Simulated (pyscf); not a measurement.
Thermochemistry of product channels of `[CH2]=[C]=[CH2]` + `[FH]` on the singlet surface, in kcal/mol, from ωB97M-D3(BJ)/def2-TZVP energies (ideal gas, 1 atm, RRHO with modes under 100 cm⁻¹ raised to 100, one conformer, R ln 2 for chiral ones without a mode under 150 cm⁻¹). Structures and frequencies: ωB97X-D3(BJ)/def2-SVP in PySCF.

```json
[
 {"products": "`[CH2]=[C]=[CH][F]` + `[H][H]`", "ΔE": "+26.6", "ΔH(298 K)": "+23.2", "ΔG(600 K)": "+24.2", "ΔG(900 K)": "+24.4"},
 {"products": "`[CH2]=[CH][CH2][F]`", "ΔE": "-24.2", "ΔH(298 K)": "-20.3", "ΔG(600 K)": "-0.9", "ΔG(900 K)": "+9.2"}
]
```

The channel to H₂C=CH–CH₂–F turns unfavourable between 298 and 1200 K (ΔG from -10.9 kcal/mol to +19.2 kcal/mol).

These are energies of the channels, which say nothing of barriers.
